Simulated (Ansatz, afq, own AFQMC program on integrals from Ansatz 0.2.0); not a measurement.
## AlH₃, singlet: AFQMC among the cluster methods

```yaml
atoms:
  - { symbol: Al, position_ang: [0.0165, -0.0280, 0.0001] }
  - { symbol: H, position_ang: [1.6023, -0.0129, 0.0000] }
  - { symbol: H, position_ang: [-1.2804, 2.1699, -0.0044] }
  - { symbol: H, position_ang: [-0.7634, -1.4088, 0.0029] }
```

Basis cc-pVDZ. Noble-gas cores (and the filled d shells of Ga–Kr and In–Xe) are frozen. Ansatz 0.2.0 and our own AFQMC program on the same integrals; the CISD trial comes from CCSD amplitudes, and released means the phaseless constraint is let go. Error bars are statistical, one sigma.

Determinant: RHF, the one that the program's search chose, which needn't be the lowest solution. The geometry is a point of a scan.

Full CI on the same integrals is exact in this basis and with this determinant's frozen core.

Cautions: higher spins were not checked; restricted determinant unstable towards unrestricted (UHF 177 meV lower, ⟨S²⟩ 0.44); strong correlation (T1 0.025, weight of the determinant 0.89, largest double 0.22).

The T1 diagnostic is 0.0253 and the weight of the determinant in the CISD state is 0.889. The size of the correlated space is 6 electrons in 28 orbitals.

Reference: full CI, correlation energy -3.134 eV. The released energy is read at 2.40 1/Eh (meV from the phaseless value at times in 1/Eh: 0.7 ± 2.4 at 0.24, -0.7 ± 1.8 at 0.51, -1.9 ± 1.7 at 0.99, -6.4 ± 1.4 at 1.62, -6.6 ± 1.5 at 2.40).

| level | E − E(reference) (mEh) | share of correlation (%) |
| --- | --- | --- |
| HF | 115.18 | 0.00 |
| MP2 | 34.78 | 69.81 |
| CCSD | 3.10 | 97.31 |
| CCSD(T) | 0.91 | 99.21 |
| CCSDT | 0.12 | 99.90 |
| CCSDT(Q) | 0.03 | 99.98 |
| CCSDTQ | 0.00 | 100.00 |
| ph-AFQMC/CISD | 0.33 ± 0.08 | 99.71 |
| released AFQMC | 0.08 ± 0.05 | 99.93 |

CCSDT and higher add their correlation energy to the determinant of the CCSD(T) run, since their own runs factorise the integrals more tightly (a shift of under 2 meV). A walk keeps the symmetry of its determinant, which the program's search chose and which needn't be the lowest solution, so a lower state of the same spin and another symmetry isn't excluded. Released energies are given only where the last usable release times agree within the noise; a slower fall can still hide under it.
